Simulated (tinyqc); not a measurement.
RKS/BLYP in the sto-6g basis, for LiH, spin multiplicity 1, step by step. One step of it, computed by the program tinyqc.

Problem. Iteration 2: DIIS coefficients. Solve [B -1; -1 0][c; lambda] = [0; -1] for the coefficients, which sum to one.

B (overlaps of the stored error matrices):
```
               1              2
1  1.8088218e-01  3.0738734e-02
2  3.0738734e-02  6.1194963e-03
```

Give: DIIS coefficients.

Solution.

DIIS coefficients: -0.196  1.196
